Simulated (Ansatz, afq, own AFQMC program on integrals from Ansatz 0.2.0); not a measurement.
Integrals from Ansatz 0.2.0, then the random walk in our own AFQMC program (afq).

```yaml
crystal:
  periodic: [false, false, false]
  atoms:
    - {symbol: B, position_ang: [0.000000, 0.000000, 0.000000]}
    - {symbol: S, position_ang: [0.000000, 0.000000, 1.703300]}
basis:
  gaussian: {orbitals: 6-31G}
total_charge: 1
magnetization: {spin_polarized: true, initial_magnetization: 2}
correlation: {method: ccsd_t, electrons: outside_noble_gas, hamiltonian_folder: ham}
```

```sh
$ ansatz run in.yaml --threads 1 --pin off --events-out ev --progress --plain --max-ram 1843MiB
```

Options of the walk:

```
--method phaseless --trial hf --walkers 400 --populations 1 --least-time 40 --time-step 0.005 --steps-per-block 20 --equilibration-blocks 112 --max-blocks 600 --target-error 0.00102 --factor-cut 1e-05 --start spin_pure --seed 7842 --taylor-order 6
```

Times are imaginary, in 1/Eh. The walk had a cap of 533 s.

Log:

```
orbitals 16  electrons 5 3  factors 92 of 266
reference energy -421.74031470 Eh
CCSD correlation -0.08388289 Eh in 13 cycles, weight of the determinant in the CISD state 0.9110
energy of the start -421.740448 Eh
 block  time / (1/Eh)  mean weight  energy / Eh
     1     0.100  0.9996  -421.751549
     2     0.200  1.0006  -421.759666
     3     0.300  1.0008  -421.768991
     4     0.400  1.0003  -421.774707
     5     0.500  1.0001  -421.782032
    10     1.000  1.0003  -421.798170
    71     7.100  1.0004  -421.825986
   141    14.100  0.9999  -421.825435
   211    21.100  0.9993  -421.836993
   281    28.100  1.0006  -421.821204
   309    30.900  0.9999  -421.814863
   351    35.100  0.9993  -421.818049
   365    36.500  1.0002  -421.838327
   421    42.100  1.0003  -421.818439
   491    49.100  1.0007  -421.824819
   561    56.100  0.9986  -421.828299
blocks merged  error / Eh  count
     1  0.000361  450
     2  0.000491  225
     4  0.000649  112
     8  0.000818  56
    16  0.001001  28
    32  0.001160  14
energy -421.827066 +/- 0.001001 Eh
(rows thinned)
```

The run passed its tests (sampling time, drift between the halves within three errors, error under three times the target), which doesn't prove that it has relaxed.

Against this walk (error 27.2 meV) on the same determinant: CCSD(T) 39.3 meV lower (within the noise), CCSDT(Q) 74.1 meV lower, CCSDTQ 70.3 meV lower, full CI 68.7 meV lower, a separate phaseless walk with a CISD trial and standard settings 48.9 ± 27.7 meV lower (within the noise). The error is statistical and leaves out the bias of the constraint.

Cautions: constraint bias not in the error; lower spins were not checked.

The walk took 2.4 min on 1 thread of Arm Neoverse V1, with other jobs on the host. The log's last line is the phaseless energy.

CCSDT and higher add their correlation energy to the determinant of the CCSD(T) run, since their own runs factorise the integrals more tightly (a shift of under 2 meV). A walk keeps the symmetry of its determinant, which the program's search chose and which needn't be the lowest solution, so a lower state of the same spin and another symmetry isn't excluded.
